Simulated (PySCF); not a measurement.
# AlCl + HCl → AlH + Cl₂

Level: B3LYP in the def2-SVP basis family, all electrons, no relativity, computed in PySCF with density fitting; open shells unrestricted.

```csv
species,state and structure,E (Eh),ZPE (kJ/mol),H(298 K) − H(0) (kJ/mol),S° (J/(mol K))
AlCl,"singlet, C∞v, Al–Cl 2.156 Å",-702.49380,2.9,9.3,227.8
HCl,"singlet, C∞v, H–Cl 1.290 Å",-460.67010,17.7,8.7,186.8
AlH,"singlet, C∞v, Al–H 1.667 Å",-242.91859,9.8,8.7,187.9
Cl₂,"singlet, D∞h, Cl–Cl 2.056 Å",-920.09345,3.0,9.3,223.8
```

What is the electronic reaction energy?

At B3LYP/def2-SVP, ΔE = 398.7 kJ/mol from the differences of the total energies times 2625.5, uphill. 

Add zero-point, thermal and entropy terms for 298.15 K and 1 bar.

ΔZPE = -7.8 and Δ[H(298) − H(0)] = 0.0 kJ/mol give ΔH° = 390.9 kJ/mol. ΔS° = -2.9 J/(mol K), so ΔG° = 390.9 − 298.15 × (-0.0029) = 392 kJ/mol.

Only the bonding shown was studied: isomers, or loss of a ligand pair, can lie lower.
